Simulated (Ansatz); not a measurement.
# C3H6FN: up Jacob's ladder to CCSD(T)

One table from this session's results is given with a row withheld; the runs are named, their logs left out.

The runs use Ansatz 0.2.0, Gaussian basis; functionals in def2-TZVPP, the program's frozen cores in correlated methods.

Plan: PBE-D4, r2SCAN-D4, PBE0-D4, B3LYP-D4, ωB97X-V, ωB97M-V, B2PLYP; CCSD(T)/def2-TZVPP; MP2/def2-QZVPP; extrapolation to the limit.

### Structure used throughout

The geometry comes from an earlier relaxation with PBE0-D4 in a triple-zeta def2 set; it is a stationary point, not always the lowest conformer.

11 atoms, charge 0, spin multiplicity 1.

Atoms are counted from 1 here; the program's logs count them from 0.

Bond lengths: N1–C2 1.396 Å, N1–H6 1.012 Å, N1–H7 1.012 Å, C2–F3 1.390 Å, C2–C4 1.481 Å, C2–C5 1.481 Å, C4–C5 1.519 Å, C4–H8 1.082 Å, C4–H9 1.082 Å, C5–H10 1.082 Å, C5–H11 1.082 Å. Angles: C2–N1–H6 112.0°, C2–N1–H7 112.0°, H6–N1–H7 109.5°, N1–C2–F3 114.8°, N1–C2–C4 120.5°, N1–C2–C5 120.5°, F3–C2–C4 114.6°, F3–C2–C5 114.6°, C4–C2–C5 61.7°, C2–C4–C5 59.1°, C2–C4–H8 117.7°, C2–C4–H9 116.9°, C5–C4–H8 118.1°, C5–C4–H9 116.9°, H8–C4–H9 116.1°, C2–C5–C4 59.1°, C2–C5–H10 116.9°, C2–C5–H11 117.7° and more.

The first run:

in.yaml

```yaml
crystal:
  periodic: [false, false, false]
  atoms:
    - {symbol: N, position_ang: [-0.599705, 1.398564, 0.155882]}
    - {symbol: C, position_ang: [-0.072476, 0.134084, 0.423879]}
    - {symbol: F, position_ang: [0.005484, -0.191395, 1.772599]}
    - {symbol: C, position_ang: [-0.371290, -1.008555, -0.469572]}
    - {symbol: C, position_ang: [1.024805, -0.413133, -0.406602]}
    - {symbol: H, position_ang: [-0.033449, 2.137126, 0.552544]}
    - {symbol: H, position_ang: [-1.552375, 1.489289, 0.483984]}
    - {symbol: H, position_ang: [-0.969001, -0.815461, -1.350392]}
    - {symbol: H, position_ang: [-0.513176, -1.973136, -0.000056]}
    - {symbol: H, position_ang: [1.781775, -0.994356, 0.103467]}
    - {symbol: H, position_ang: [1.364804, 0.179872, -1.245132]}
basis:
  gaussian: {orbitals: def2-TZVPP}
hamiltonian: {xc: pbe, dispersion: d4}
output: {forces: true, orbitals: {seedname: orbitals}}
```

Started as:

```
$ ansatz run in.yaml --threads 4 --pin off --events-out ev --progress --plain --max-ram 10444MiB
```

Steps of the session up to this table: PBE-D4 (GGA); r2SCAN-D4 (meta-GGA); PBE0-D4 (hybrid); B3LYP-D4 (hybrid); ωB97X-V (range-separated); ωB97M-V (range-separated); B2PLYP (double hybrid); CCSD(T) in def2-TZVPP; MP2 in def2-QZVPP.

One of the session's tables, all rows but one given; the rest of the session is left out.

```
            method  atomisation energy (kJ/mol)
            PBE-D4                       4485.4
         r2SCAN-D4                       4352.3
           PBE0-D4                       4387.4
          B3LYP-D4                       4345.7
           ωB97X-V                            ?
           ωB97M-V                       4365.1
            B2PLYP                       4300.2
     HF/def2-TZVPP                       3072.3
    MP2/def2-TZVPP                       4306.7
   CCSD/def2-TZVPP                       4149.2
CCSD(T)/def2-TZVPP                       4218.6
           MP2/CBS                       4420.6
       CCSD(T)/CBS                       4332.5
```

Estimate the missing values for ωB97X-V.

**Answer.** atomisation energy (kJ/mol): 4363.6. In the column «atomisation energy (kJ/mol)» it lies between r2SCAN-D4 (4352.3) and ωB97M-V (4365.1).
